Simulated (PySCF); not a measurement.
Simulated outer-valence photoelectron spectrum of `CSC=C=O`. Theory: EOM-IP-CCSD/aug-cc-pVDZ in PySCF, restricted Hartree–Fock reference, frozen core, non-relativistic, gas phase, PBE0-D3(BJ)/def2-SVP geometry.

Each root has a Gaussian of 0.4 eV full width with its one-hole share as area; cross sections and vibrations are left out, and the highest printed point is 100.

ionisation energy (eV), intensity and a bar:
```
      8.4          0 
      8.6          5 #
      8.8         32 ##########
      9.0         65 ####################
      9.2         68 #####################
      9.4         45 ##############
      9.6         10 ###
      9.8          1 
     10.0          0 
     10.2          0 
     10.4          0 
     10.6          0 
     10.8          0 
     11.0          0 
     11.2          0 
     11.4          0 
     11.6          4 #
     11.8         28 #########
     12.0         53 ################
     12.2         24 #######
     12.4          3 #
     12.6          0 
     12.8          0 
     13.0          0 
     13.2          2 #
     13.4         21 ######
     13.6         52 ################
     13.8         31 #########
     14.0          5 #
     14.2          0 
     14.4          5 #
     14.6         43 #############
     14.8        100 ##############################
     15.0         64 ###################
     15.2         18 #####
     15.4         40 ############
     15.6         75 ######################
     15.8         66 ####################
     16.0         23 #######
     16.2          2 #
```

Where are the maxima, and how many lines lie under the curve?

5 maxima, at 9.1, 12.0, 13.6, 14.8 and 15.7 eV, from 8 lines. At this width some lines have no maximum of their own.

List the lines with their holes.

```csv
E (eV),leading hole (HF orbital),area,Koopmans (eV)
8.98,HOMO,0.96,9.64
9.29,HOMO-1,0.95,10.01
11.99,HOMO-2,0.95,12.95
13.63,HOMO-3,0.94,14.70
14.79,HOMO-4,0.94,16.01
14.87,HOMO-5,0.94,16.11
15.54,HOMO-7,0.88,17.81
15.78,HOMO-6,0.92,17.20
```

The widest gap, 2.70 eV, lies between 9.29 and 11.99 eV. Only orbitals with −ε under 21 eV, eight at most, were ionised, so the high end of the curve may lack lines.

Conformer computed: `[CH3:1][S:2][CH:3]=[C:4]=[O:5]`: C1–S2–C3–C4 98°.

One conformer stands for the species.
